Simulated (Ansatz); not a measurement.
Relaxation of CH$_{7}$BO (10 atoms, charge 0, multiplicity 1), to a largest force component of 0.03 eV/Å in at most 50 steps.

Method: Ansatz, RKS PBE/def2-SVP.

```xyz
10
Properties=species:S:1:pos:R:3:forces:R:3
B 0.224 -0.427 -0.371 0.22 -0.96 0.02
H -0.470 0.030 1.877 -0.91 1.64 0.61
H 1.178 0.318 -0.274 0.00 0.02 -0.01
H -0.876 -0.069 -0.766 0.00 0.01 -0.01
O 0.464 -1.755 -0.082 -0.07 0.72 -0.45
C -0.570 -2.726 -0.125 0.01 0.03 0.01
H -0.147 -3.686 -0.485 0.00 0.00 -0.01
H -0.974 -2.886 0.899 -0.01 -0.02 -0.01
H -1.404 -2.418 -0.792 -0.01 0.00 0.01
H -0.142 -0.590 1.709 0.77 -1.43 -0.17
```

Where does it end, and by what steps?

The run converged. The force dipped under the threshold on the way, but the program's further checks kept it going. After 47 steps the energy has fallen by 0.242 eV; H4 moved furthest, 1.76 Å.

```tsv
step	energy less start (eV)	largest force component (eV/Å)	accepted
0	0.0000	1.637	yes
2	-0.1734	0.289	yes
4	-0.1895	0.067	yes
6	-0.2071	0.085	yes
8	-0.2114	0.057	yes
10	-0.2129	0.045	yes
12	-0.2149	0.106	yes
14	-0.2180	0.155	yes
16	-0.2219	0.260	yes
18	-0.2184	0.242	no
20	-0.2286	0.073	yes
22	-0.2316	0.075	yes
24	-0.2277	0.255	no
26	-0.2366	0.036	yes
28	-0.2383	0.059	yes
30	-0.2383	0.137	no
32	-0.2393	0.037	yes
34	-0.2281	0.366	no
36	-0.2402	0.039	yes
38	-0.2405	0.055	yes
40	-0.2412	0.052	yes
42	-0.2378	0.257	no
44	-0.2416	0.005	yes
46	-0.2418	0.058	no
47	-0.2419	0.018	yes
```

```xyz
10
Properties=species:S:1:pos:R:3
B 0.258 -0.457 -1.034
H -0.102 -0.752 3.313
H 0.877 0.566 -0.810
H -0.085 -0.804 -2.157
O -0.047 -1.222 0.036
C -0.763 -2.447 -0.068
H -0.126 -3.273 0.311
H -1.671 -2.390 0.567
H -1.057 -2.661 -1.118
H -0.003 -0.769 2.549
```

Whether the end is a true minimum wasn't checked by a vibrational analysis.

Run time: 46 s on 1 thread of Intel(R) Xeon(R) 6975P-C (Granite Rapids), on a shared host, peak memory 0.14 GiB.
